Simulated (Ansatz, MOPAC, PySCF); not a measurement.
Band gap of zinc-blende AlP: levels of theory against measurement

Reference value: 2.54 eV (measured, zero-point renormalisation of 0.02 eV added back here (the table's ZPR column); inputs from Chen et al. (2018), doi:10.1103/physrevmaterials.2.073803).

**Question.** What do PM6 semi-empirical Hartree-Fock (MOPAC), LDA, PBE, PBE-D3(BJ), B3LYP (VWN-RPA form), LC-ωPBE, Hartree–Fock, G0W0@HSE06+SOC, G0W0@PBE0 give, and how far is each from the reference?

**Answer.** 
```tsv
level (code)	value (eV)	cell (Å³/atom)	error (eV)
PM6 semi-empirical Hartree-Fock (MOPAC)	7.81	20.96	+5.27
LDA (Ansatz)	1.45 (indirect)	20.38	-1.09
PBE (Ansatz)	1.59 (indirect)	20.38	-0.95
PBE-D3(BJ) (Ansatz)	1.57 (indirect)	20.26	-0.97
B3LYP (VWN-RPA form) (Ansatz)	2.94 (indirect)	20.38	+0.40
LC-ωPBE (Ansatz)	6.61 (indirect)	20.01	+4.07
Hartree–Fock (Ansatz)	7.82 (indirect)	20.38	+5.28
G0W0@HSE06+SOC (Ansatz)	2.74	20.38	+0.20
G0W0@PBE0 (PySCF)	3.03 ± 0.06	20.38	+0.49
```

Leaving aside PM6 semi-empirical Hartree-Fock (MOPAC) (doubt noted below): Of the ranked levels G0W0@HSE06+SOC (+0.20 eV) comes nearest. Farthest off among them: Hartree–Fock (+5.28 eV).

Density-functional gaps are differences of (generalised) Kohn–Sham levels of a static lattice; semilocal ones lie below quasiparticle gaps as a rule. Measured gaps hold zero-point and thermal shifts unless a correction is named.  A ± on a computed value is a rough bar: the spread of its extrapolation, a floor set from checks against published values, or a statistical error. PM6 semi-empirical Hartree-Fock (MOPAC): the gap is read on the k mesh or supercell of the run alone and can be too large. PM6 semi-empirical Hartree-Fock (MOPAC): the method was fitted mainly to molecules. PM6 semi-empirical Hartree-Fock (MOPAC): gaps of these semi-empirical methods are Hartree–Fock-like level differences, and their formation enthalpies are fitted 298 K values. G0W0@HSE06+SOC: GW on a hybrid start was not checked against another program. G0W0@HSE06+SOC: spin–orbit coupling enters as the shift of the gap found with a semilocal functional. Values are at the measured cell; PM6 semi-empirical Hartree-Fock (MOPAC) at the level's own relaxed cell; PBE-D3(BJ) at the level's own relaxed cell; LC-ωPBE at the level's own relaxed cell. Cutoffs and k meshes differ between the levels. Ansatz's density-functional and Hartree–Fock values are scalar-relativistic unless marked +SOC, with PAW data made under PBE.

Differences are worked out from the printed values.

Ansatz is a program for electronic structure.
